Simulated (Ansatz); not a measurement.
Input file for Ansatz (an electronic-structure program): U-CCSD(T)/aug-cc-pVTZ on CH3 (SMILES [CH3]), 2S+1 = 2, atoms moved off the minimum.

Ansatz 0.2 input:
```yaml
crystal:
  periodic: [false, false, false]
  atoms:
    - {symbol: C, position_ang: [-0.02705706, 0.01084212, 0.02242393]}
    - {symbol: H, position_ang: [0.99416231, -0.21581508, -0.00211486]}
    - {symbol: H, position_ang: [-0.77927514, -0.87601933, 0.01377472]}
    - {symbol: H, position_ang: [-0.28083127, 1.00096457, -0.01092233]}
basis:
  gaussian:
    orbitals: aug-cc-pVTZ
magnetization: {spin_polarized: true, initial_magnetization: 1}
correlation: {method: ccsd_t, electrons: outside_noble_gas}
scf: {omitted_lower_state_checks: [cluster_reference]}
output: {forces: true}
```

It printed:

```
WARN ansatz: RAYON_NUM_THREADS=1 ignored (pool sized by the plan → 1); use --threads N
Functional definition: HF
these checks for a lower state are left out or cut short: cluster_reference
integrals: 0.26 GiB planned
638 factors; integrals over basis functions are off by at most 8.3e-4 eV
mean field: 0.21 GiB planned
mean field evaluation 1: about -1075.8903 eV, gradient 1.3e1 eV
mean field evaluation 2: about -1075.8903 eV, gradient 1.3e1 eV
mean field evaluation 4: about -1076.7370 eV, gradient 1.2e0 eV
mean field evaluation 8: about -1076.7511 eV, gradient 5.6e-4 eV
mean field -1076.75111462 eV, -39.5698736141 hartree, gradient 2.8e-6 eV, S^2 0.762230; 0 other end points of the search recorded, 0 dependent functions left out
1 core orbitals not correlated
reference -1076.75111462 eV, -39.5698736141 hartree; 4, 3 occupied and 110, 111 virtual orbitals, 638 factors
densities: 1.56 GiB planned
second order -4.36445495 eV of doubles, -0.00000000 eV of singles
coupled cluster: 0.90 GiB planned
cycle   1  -4.76771190 eV  change   -4.0e-1 eV  update   4.0e-2
cycle   2  -4.90856365 eV  change   -1.4e-1 eV  update   1.4e-2
cycle   3  -4.92127480 eV  change   -1.3e-2 eV  update   4.9e-3
cycle   4  -4.92154602 eV  change   -2.7e-4 eV  update   1.9e-3
cycle   5  -4.92166646 eV  change   -1.2e-4 eV  update   6.2e-4
cycle   6  -4.92179396 eV  change   -1.3e-4 eV  update   2.0e-4
cycle   7  -4.92184392 eV  change   -5.0e-5 eV  update   7.7e-5
cycle   8  -4.92184916 eV  change   -5.2e-6 eV  update   2.3e-5
cycle   9  -4.92184796 eV  change    1.2e-6 eV  update   6.8e-6
cycle  10  -4.92184862 eV  change   -6.6e-7 eV  update   2.5e-6
perturbative correction -0.13579758 eV, -0.0049904689 hartree
the calculation of the forces begins
Total energy: -1081.80876081 eV, -39.7557386835 hartree
Atom 0 at    -0.027057     0.010842     0.022424 Å, force    -1.623430    -3.759301     0.036402 eV/Å
Atom 1 at     0.994162    -0.215815    -0.002115 Å, force     1.319365    -0.465324    -0.004105 eV/Å
Atom 2 at    -0.779275    -0.876019     0.013775 Å, force     1.361048     2.016975     0.025890 eV/Å
Atom 3 at    -0.280831     1.000965    -0.010922 Å, force    -1.056983     2.207651    -0.058187 eV/Å
Dipole moment:     0.007472     0.003360    -0.009689 e Å
Checks for a lower state left out: cluster_reference
```

The run converged.

Cost: very roughly 23 core-seconds.
